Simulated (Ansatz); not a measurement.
Cu2ZnSnS4 (I-4, No. 82), treated with PBE0 (PAW; Ansatz, a first-principles code).

Settings: plane-wave cutoff 500 eV, 6×6×6 k mesh, gaussian smearing 0.02 eV, no spin polarisation, scalar-relativistic PAW data made under PBE.

Cell (relaxed with r²SCAN):

```yaml
crystal:
  lattice:
    - [-2.70671, 2.70671, 5.41183]
    - [2.70671, -2.70671, 5.41183]
    - [2.70671, 2.70671, -5.41183]
  atoms:
    - { symbol: Zn, position: [0.75000, 0.25000, 0.50000] }
    - { symbol: Cu, position: [0.00000, 0.00000, 0.00000] }
    - { symbol: Cu, position: [0.25000, 0.75000, 0.50000] }
    - { symbol: Sn, position: [0.50000, 0.50000, 0.00000] }
    - { symbol: S, position: [0.36474, 0.37128, 0.47777] }
    - { symbol: S, position: [0.62872, 0.10649, 0.99347] }
    - { symbol: S, position: [0.89351, 0.88697, 0.52223] }
    - { symbol: S, position: [0.11303, 0.63526, 0.00653] }
```

Question: Give the computed band gap.

Answer: 
* **band gap**: 1.95 eV (on the SCF k mesh)

Measured, for comparison: band gap 1.49 eV (temperature not stated, not corrected to a static lattice, direct; as tabulated in Wikipedia's data pages).

Note: cell and atoms aren't relaxed at this level (largest force component 0.33 eV/Å, pressure 0.7 GPa).

Spin–orbit coupling is not included.

Computed values are for the static lattice.
